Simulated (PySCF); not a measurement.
Ethane, C₂H₆, SMILES CC, point group D3d.

Level: B3LYP/pcSseg-1 in PySCF (density fitting, grid level 2); geometry and Hessian at that level, cubic constants and property derivatives from steps of ±0.6 along each species' dimensionless normal coordinates, second-order vibrational perturbation theory. The parent has the commonest isotopes.

Equilibrium geometry (Å):

```csv
atom,x,y,z
C1,-0.7590,0.0176,-0.0419
C2,0.7680,-0.0082,0.0173
H3,-1.1585,-0.8970,-0.4955
H4,-1.1232,0.8642,-0.6357
H5,-1.1979,0.1061,0.9588
H6,1.1323,-0.8548,0.6111
H7,1.1676,0.9064,0.4709
H8,1.2070,-0.0967,-0.9834
```

Task: How much do zero-point and thermal motion change the parent's shieldings?

Result: 
| atom | σe (ppm) | anharmonic part, 0 K | harmonic part, 0 K | Δσ at 0 K | Δσ at 200 K | Δσ at 1000 K |
| --- | --- | --- | --- | --- | --- | --- |
| C1 | 170.37 | -1.60 | -3.40 | -5.00 | -4.96 | -4.23 |
| H3 | 30.58 | -0.20 | -0.53 | -0.73 | -0.73 | -0.87 |

Task: And the bond lengths, in the parent and with ¹³C at 1?

Result: 
| bond | re (Å) | ⟨r⟩ at 0 K | between mean positions | ⟨r⟩, labelled |
| --- | --- | --- | --- | --- |
| C1–C2 | 1.5284 | 1.5394 | 1.5388 | 1.5392 |
| C1–H3 | 1.0963 | 1.1178 | 1.1028 | 1.1177 |

Task: What are the dipole moments?

Result: 0.000 D at equilibrium; averaged at 0 K: parent 0.000 D; ¹³C at 1 0.000 D; ²H at 3 0.009 D; ¹³C at 1, ¹³C at 2 0.000 D; ²H at 3, ²H at 4 0.011 D; ²H at 3, ²H at 4, ²H at 5 0.012 D; ²H at 3, ²H at 4, ²H at 5, ²H at 6, ²H at 7, ²H at 8 0.000 D. Measured: 0 D (NIST CCCBDB Release 22 (SRD 101), experimental dipoles).

Internal rotors are held in one well.

The study (306 SCF points, 64 basis functions) took 11 min on 1 thread of Arm Neoverse V1, on a host shared with other jobs (rough), peak memory 0.37 GiB, launched as `OMP_NUM_THREADS=1 python ens_run.py task.json out`.
